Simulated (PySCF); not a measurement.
Stationary points of AlF₂

All numbers come from PBE in PySCF with Al def2-TZVP, F def2-TZVP; no relativity; density-fitted integrals.

Relaxations began from a few typed shapes; open shells are unrestricted. The search is not exhaustive: other isomers or separated fragments can lie lower, and high-lying points may rest on an excited occupation.

(1) Order these stationary points by electronic energy, lowest first, in kJ/mol from the lowest minimum.
A. doublet C2v: Al–F 1.667 Å (×2); F–Al–F 120.7°
B. doublet D∞h: Al–F 1.677 Å (×2); F–Al–F 180.0°

(2) Which of them are minima?

## Answers

(1) A (0.0), B (50.9).

(2) By energy in kJ/mol, 0.0: minimum; 50.9: saddle point, 2 imaginary modes.
